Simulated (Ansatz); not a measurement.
Basis-set extrapolation for `CCOC(F)F` (PBE0-D4/def2-TZVP geometry, frozen core, Ansatz). Multiplicity 1, RHF reference.

|  | def2-TZVPP | def2-QZVPP |
| --- | --- | --- |
| HF | -391.010175 | -391.027718 |
| MP2 correlation | -1.242189 | -1.342620 |
| CCSD(T) correlation | -1.317798 | not run |

Energies in hartree. Use E(X) = E(∞) + A·exp(−7.88·√X) for Hartree–Fock and E(X) = E(∞) + B·X^(−2.97) for correlation, with X = 3 and 4, and add CCSD(T) minus MP2 of the smaller set to the MP2 limit.

**Question.** What is the CCSD(T) energy at the basis-set limit?

**Answer.** HF limit: -391.027718 + (-0.017543) × 0.13774 = -391.03013. MP2 limit: -1.342620 + (-0.100431) × 0.74074 = -1.41701. Higher-order term: -1.317798 − (-1.242189) = -0.07561. Total: -392.52275 hartree, 511.4 kJ/mol below CCSD(T)/def2-TZVPP.
